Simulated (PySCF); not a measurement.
A simulated first-order isotropic EPR spectrum at 9.492 GHz has these lines.

Lines, field (mT) (relative intensity): 317.54 (1), 331.53 (3), 345.52 (3), 359.51 (1)

Problem. What is g?

Solution. The pattern is symmetric about 338.53 mT, so g = hν/(μB·B0) = 9492/(13.99624 × 338.53) = 2.0033, a shift of +1.0 × 10⁻³ from the free-electron value.

Problem. Take the pattern apart into splittings.

Solution. The first two lines at either end are about 13.99 mT apart, which is the smallest coupling, and their intensity ratio 1:3 counts the nuclei that share it. In full: a 1:3:3:1 quartet of 13.99 mT (392 MHz), from 3 nuclei of spin 1/2. Check: Σ 2nI·a is the distance from the first to the last line, 41.97 mT.

Problem. The radical has the formula CF3. Propose a structure, and say which nuclei carry the couplings.

Solution. The pattern alone needn't single out one isomer; the structure behind this simulation is `F[C](F)F` [radical], numbered [F:1][C:2]([F:3])[F:4]. 13.99 mT: 19F at F1/F3/F4 (1 bond from C2; computed sign +). The largest Mulliken spin population is on C2 (+0.82). The angles at C2 add up to 336.5°, so it is pyramidal.

Level of theory: PySCF 2.14.0, UKS B3LYP, pcH-1 on C F, non-relativistic, mean-field spin-orbit, GIAO. Isolated species at its GFN2-xTB geometry, gas phase. The geometry wasn't refined by DFT: couplings that depend on bond lengths, twists or pyramidal angles can differ widely from those at the functional's own minimum.

Means are taken over nuclei equivalent by connectivity, which assumes that they swap fast.

First-order positions only. To second order lines move to lower field by a²/(2B0)·[J(J+1) − M²], with J the total spin of the equivalent nuclei and M its projection: up to 1.01 mT for the 13.99 mT coupling at this field, and inner lines split by J.

Rare isotopes and splittings under 0.04 mT were left out of the simulation.
